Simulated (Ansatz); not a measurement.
A trace of molecular dynamics of Cl2 + F2 (4 atoms, charge 0, multiplicity 1).

All numbers below come from RKS PBE0-D4/6-31G* in Ansatz 0.2.0.

```json
{"ensemble": "NVT, Nosé–Hoover chain", "set temperature": "1000 K", "thermostat": "time constant 100 fs, chain length 5", "seed": "302408"}
```

```
time (fs)  T (K)  potential energy less start (eV)  conserved less start (meV/atom)
        0   1000                             0.000                             0.00
       12    907                             0.024                            -0.08
       24    203                             0.217                             2.12
       36    203                             0.225                             2.65
       48    537                             0.143                             1.65
       60    993                             0.027                             0.48
       72    777                             0.094                             0.34
       84     78                             0.299                             2.61
       96    533                             0.201                             1.63
      108    932                             0.123                             1.55
      120    950                             0.137                             1.74
      132    557                             0.281                             2.45
      144    180                             0.434                             3.78
      156   1747                             0.062                            -0.46
      168   2034                             0.047                             0.90
      180    710                             0.439                             4.40
      192    340                             0.603                             8.01
      204   1093                             0.430                             4.72
      216   2334                             0.114                             2.41
      228   1982                             0.210                             0.13
      240    357                             0.655                             5.53
      252   2274                             0.135                            -0.54
      264   2439                             0.095                             1.88
      276    940                             0.488                             4.97
      288    294                             0.656                             8.73
      300    976                             0.445                             4.66
      312   2188                             0.111                             2.04
      324   1861                             0.169                            -0.10
```

**Question.** Can this run be trusted? Judge the integration.

**Answer.** The conserved energy wandered by up to 9.0 meV per atom (net 4.4 meV per atom), which is poor conservation. The mean temperature of the second half is 41 % above the set value. A run of 0.33 ps of so small a system gives no equilibrium averages. The time step was 2 fs.

The run took 3.5 min on 1 thread of Arm Neoverse V1, with other jobs on the host, peak memory 0.11 GiB.
